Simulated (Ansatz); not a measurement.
## Relative stability

The two ends of one reaction step of BNH5F, singlet (PBE0-D4/def2-TZVP).

A:

```xyz
8
angstrom
B -0.1099 -0.8094 -0.2176
F 0.9713 -1.0129 -1.0765
H -1.1956 -0.8499 -0.7652
H -0.0426 -1.4338 0.8245
H 0.0313 1.3767 -0.5780
N 0.0629 0.7728 0.2382
H -0.6761 1.0485 0.8768
H 0.9588 0.9079 0.6976
```

B:

```xyz
8
angstrom
B -0.5427 -0.8125 0.5111
F 1.3275 0.4808 -1.9611
H -1.5732 -1.1123 -0.0117
H 0.1672 -1.6105 1.0444
H 0.8277 0.4036 -1.1738
N -0.1330 0.5243 0.4665
H -0.7355 1.2633 0.1382
H 0.6619 0.8632 0.9863
```

Computed with Ansatz 0.2.0 (basis: def2-TZVPP); correlated methods freeze the cores. B3LYP uses VWN-RPA correlation.

Problem. Which structure is lower at CCSD(T), and by how much? (Judge from chemistry; the value comes from the calculation.)

Solution. By the calculation: A, by 17.47 kcal/mol (electronic energy, against the other). By their contacts, A is BNH₅F ([NH3][BH2][F]) and B is a complex of BNH₄ ([BH2][NH2]) + HF.

All methods give the same order:

```json
{"method": "SPW92", "E(B) − E(A) (kcal/mol)": "21.39"}
{"method": "PBE-D4", "E(B) − E(A) (kcal/mol)": "16.97"}
{"method": "BLYP-D4", "E(B) − E(A) (kcal/mol)": "14.55"}
{"method": "r2SCAN-D4", "E(B) − E(A) (kcal/mol)": "18.76"}
{"method": "B97M-V", "E(B) − E(A) (kcal/mol)": "19.21"}
{"method": "PBE0-D4", "E(B) − E(A) (kcal/mol)": "18.07"}
{"method": "B3LYP-D4", "E(B) − E(A) (kcal/mol)": "15.85"}
{"method": "r2SCAN0-D4", "E(B) − E(A) (kcal/mol)": "19.15"}
{"method": "BHLYP-D4", "E(B) − E(A) (kcal/mol)": "17.29"}
{"method": "CAM-B3LYP-D4", "E(B) − E(A) (kcal/mol)": "17.32"}
{"method": "wB97X-V", "E(B) − E(A) (kcal/mol)": "18.09"}
{"method": "wB97M-V", "E(B) − E(A) (kcal/mol)": "17.50"}
{"method": "B2PLYP", "E(B) − E(A) (kcal/mol)": "16.39"}
{"method": "PBE-QIDH", "E(B) − E(A) (kcal/mol)": "18.74"}
{"method": "RPA on PBE", "E(B) − E(A) (kcal/mol)": "17.29"}
{"method": "HF", "E(B) − E(A) (kcal/mol)": "15.58"}
{"method": "MP2", "E(B) − E(A) (kcal/mol)": "17.27"}
{"method": "CCSD", "E(B) − E(A) (kcal/mol)": "17.42"}
{"method": "CCSD(T)", "E(B) − E(A) (kcal/mol)": "17.47"}
```

The T1 diagnostic stays at or below 0.011.

Labels in which every atom is bracketed show which atoms are joined, not bond orders.

For scale, one of the runs: CCSD(T)/def2-TZVPP, 163 basis functions (an equivalent command: `ansatz run in.yaml --threads 2`). The run took 15 s on 2 CPU threads (shared host), with 1.5 GiB of host memory at its peak.
